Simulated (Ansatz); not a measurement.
Relaxation of BH4O (6 atoms, charge 0, multiplicity 2), to a largest force component of 0.03 eV/Å in at most 50 steps.

These are results of UKS PBE0-D4/def2-mTZVP (Ansatz 0.2.0), not measurements.

```xyz
6
Properties=species:S:1:pos:R:3
B -0.012 -0.009 -0.384
H 0.014 -0.029 2.006
H 1.082 0.052 -0.838
H -1.077 -0.003 -0.909
O 0.046 -0.053 2.991
H -0.566 -0.760 3.222
```

Question: Where does it end, and by what steps?

Answer: The run converged. The force dipped under the threshold on the way, but the program's further checks kept it going. After 12 steps the energy has fallen by 0.008 eV; H6 moved furthest, 0.20 Å.

| step | energy less start (eV) | largest force component (eV/Å) | accepted |
| --- | --- | --- | --- |
| 0 | 0.0000 | 0.711 | yes |
| 1 | 0.0060 | 0.739 | no |
| 2 | -0.0057 | 0.154 | yes |
| 3 | -0.0060 | 0.079 | yes |
| 4 | -0.0063 | 0.067 | yes |
| 5 | -0.0070 | 0.011 | yes |
| 6 | -0.0067 | 0.186 | no |
| 7 | -0.0071 | 0.020 | yes |
| 8 | -0.0046 | 0.442 | no |
| 9 | -0.0073 | 0.094 | yes |
| 10 | -0.0074 | 0.059 | yes |
| 11 | -0.0070 | 0.233 | no |
| 12 | -0.0076 | 0.023 | yes |

```xyz
6
Properties=species:S:1:pos:R:3
B -0.042 -0.004 -0.382
H 0.066 -0.147 1.992
H 1.064 0.155 -0.780
H -1.079 -0.062 -0.957
O 0.143 -0.157 2.959
H -0.666 -0.587 3.255
```

Whether the end is a true minimum wasn't checked by a vibrational analysis.

The run took 45 s on 1 thread of Intel(R) Xeon(R) Processor @ 2.50GHz (Skylake/Cascade Lake), on a shared host, peak memory 0.13 GiB.
